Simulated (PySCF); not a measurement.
PySCF input file for dimethylamine cation (C₂H₇N), SMILES N(C)C (connectivity only; charge and spin as stated), charge +1, multiplicity 2, PBE0/pcH-1. Coordinates come from a B3LYP-D3(BJ)/def2-TZVP optimisation. The spin state was assumed, not searched.

```python
import numpy as np
from pyscf import gto, scf, dft
from pyscf.prop.hfc import uks as hfc
from pyscf.prop.gtensor import uks as gtensor

mol = gto.M(
    atom='''
    C     1.27338344    0.00018619    0.20736522
    N     0.00000000    0.00000000   -0.44267143
    C    -1.27338345   -0.00018619    0.20736521
    H     1.84180280   -0.88130548   -0.12025074
    H     1.15471243    0.00550351    1.28613955
    H     1.84673991    0.87473790   -0.12938067
    H    -0.00000000   -0.00000000   -1.46269889
    H    -1.84673990   -0.87473790   -0.12938066
    H    -1.84180280    0.88130547   -0.12025073
    H    -1.15471243   -0.00550352    1.28613955
    ''',
    basis='pcH-1',
    charge=1,
    spin=1,
    max_memory=1600,
    verbose=3,
)
mf = dft.UKS(mol, xc='pbe0').density_fit(auxbasis='def2-universal-jkfit')
mf.grids.level = 3
mf.conv_tol = 1e-10
mf.max_cycle = 100
mf.kernel()
fine, coarse = mf.grids, dft.Grids(mol).set(level=1).build(with_non0tab=True)
for _ in range(3):  # follow internal instabilities
    mf.grids = coarse
    mo, _, stable, _ = mf.stability(return_status=True, nroots=4)
    mf.grids = fine
    if stable:
        break
    mf.kernel(mf.make_rdm1(mo, mf.mo_occ))
A = hfc.HFC(mf).make_fcdip(mf.make_rdm1())  # Fermi contact and dipolar terms, MHz
print('atom   A(iso)/MHz   principal dipolar parts/MHz')
for i, a in enumerate(A):
    w = np.linalg.eigvalsh((a + a.T) / 2)
    print(f'{mol.atom_symbol(i):2s}{i + 1:3d} {w.mean():12.2f}', (w - w.mean()).round(2))
gt = gtensor.GTensor(mf)
gt.dia_soc2e, gt.para_soc2e, gt.so_eff_charge = None, None, True
gt.max_cycle_cphf = 60
g = gt.kernel()
```

Log of the run:

```

WARN: HOMO -0.234810958734499 >= LUMO -0.234810958734508

converged SCF energy = -134.709541222181  <S^2> = 0.7549353  2S+1 = 2.0049292
<class 'pyscf.df.df_jk.DFUKS'> wavefunction is stable in the internal stability analysis
atom   A(iso)/MHz   principal dipolar parts/MHz
C   1       -33.56 [-6.97 -1.47  8.44]
N   2        43.41 [-41.81 -41.74  83.55]
C   3       -33.56 [-6.97 -1.47  8.44]
H   4       164.36 [-8.   -3.66 11.65]
H   5         0.49 [-4.58 -4.54  9.12]
H   6       161.89 [-7.98 -3.65 11.63]
H   7       -66.65 [-46.94 -11.63  58.57]
H   8       161.89 [-7.98 -3.65 11.63]
H   9       164.36 [-8.   -3.66 11.65]
H  10         0.49 [-4.58 -4.54  9.12]
SOC(1e)/OZ [ 1.83915959e-03 -1.11528082e-05  2.64098686e-03]
free electron g 2.00231930436182
g-tensor total [2.00403547 2.00213178 2.00479043]
g-shift (ppt) [ 1.71616738 -0.18751991  2.47112438]
```

Self-consistency was reached.

Cost: about 60 core-seconds (a rough figure).
